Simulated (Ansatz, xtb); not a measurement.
# Two isomers of BH2N

Structure a is `[B]N`, a singlet and structure b is `B=N`, a singlet. Both are isolated molecules in the gas phase, relaxed with PBE0-D3(BJ)/def2-SVP.

a (Å):

```xyz
4

B    -1.3171   -0.2772    0.3129
N    -0.6992   -0.4633   -0.9021
H    -0.4839    0.3071   -1.5302
H    -0.4229   -1.3819   -1.2404
```

b (Å):

```xyz
4

B     0.0000    0.0000   -0.5734
N     0.0000    0.0000    0.6663
H     0.0000    0.0000    1.6639
H     0.0000    0.0000   -1.7568
```

Quicker runs give these differences E(b) − E(a): GFN2-xTB −69.0 kcal/mol; HF/STO-3G −59.6 kcal/mol (at GFN2-xTB geometries); r2SCAN-D4/def2-SVP −44.1 kcal/mol (at GFN2-xTB geometries).

Question: Estimate E(b) − E(a) at the level CCSD(T)/def2-TZVPP.

Answer: Calculated at CCSD(T)/def2-TZVPP: E(b) − E(a) = −37.9 kcal/mol, so structure b lies lower.

The same difference at several levels:

```
               level              geometry  E(b) − E(a) (kcal/mol)  departure from the last row (kcal/mol)  job, with rough time for the two
            GFN2-xTB              GFN2-xTB                     −69.0                                   −31.0              optimisation, 0.14 s
           HF/STO-3G              GFN2-xTB                     −59.6                                   −21.6              single point, 0.22 s
  r2SCAN-D4/def2-SVP              GFN2-xTB                     −44.1                                    −6.2               single point, 1.7 s
PBE0-D3(BJ)/def2-SVP  PBE0-D3(BJ)/def2-SVP                     −42.0                                    −4.1               optimisation, 5.8 s
       HF/def2-TZVPP  PBE0-D3(BJ)/def2-SVP                     −32.3                                    +5.7           part of the CCSD(T) run
      MP2/def2-TZVPP  PBE0-D3(BJ)/def2-SVP                     −43.7                                    −5.8           part of the CCSD(T) run
  CCSD(T)/def2-TZVPP  PBE0-D3(BJ)/def2-SVP                     −37.9                                                       single point, 3.7 s
```

As drawn, b has 1 B=N, 1 B–H in place of 1 B–N, 1 N–H.

None of the levels shown reverses the order. The largest departure from CCSD(T)/def2-TZVPP is that of GFN2-xTB, 31.0 kcal/mol.

With harmonic frequencies from PBE0-D3(BJ)/def2-SVP (ideal gas, rigid rotor, one conformer each, 298.15 K, 1 atm): on the last row, ΔE + ΔZPE = −37.6, ΔH = −37.9, ΔG = −36.8 kcal/mol.

The correlated steps freeze 2 core orbitals. Codes used: Ansatz 0.2.0, xtb 6.7.1; the last row on 1 thread of Intel(R) Xeon(R) Platinum 8259CL CPU @ 2.50GHz (Skylake/Cascade Lake) on a shared host.
